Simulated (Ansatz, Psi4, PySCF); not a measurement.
System: CHO2 (charge 0, doublet). SMILES: [O]C=O
Geometry from a B3LYP-D3(BJ)/def2-TZVP (Ansatz, a program for electronic structure) optimisation:
```
C
O 1 1.2209
O 1 1.2209 2 144.74
H 1 1.1636 2 107.63 3 -180.00
```
Charge 0, spin multiplicity 2.

Property: size of the dipole moment, in D. Conventions: non-relativistic; dispersion terms only where a functional's name holds one; 6-31G* and kin with 6d, 5d where marked; UHF or UKS for open shells; 6-311+G** with 5d; LANL2DZ all-electron up to Ne; no spin-orbit coupling. Ab initio and DFT rows: single points at B3LYP-D3(BJ) geometries (Ansatz).

```
level               program  size of the dipole moment (D)
------------------  -------  -----------------------------
PBE/LANL2DZ          Ansatz                           1.71
PBE/def2-SVP         Ansatz                           1.43
PBE/6-311+G**        Ansatz                           1.56
BP86/6-31G* (5d)      PySCF                           1.42
M06-2X/6-31G* (5d)    PySCF                           1.68
wB97X-D/6-31G*         Psi4                           1.62
```

No value to compare with is used here. The 6 habitual levels span 1.42 (BP86/6-31G* (5d)) to 1.71 D (PBE/LANL2DZ).

The levels are drawn from those run, B3LYP/6-31G* more often than the rest, none by its result; runs whose electronic state is in doubt are left out.
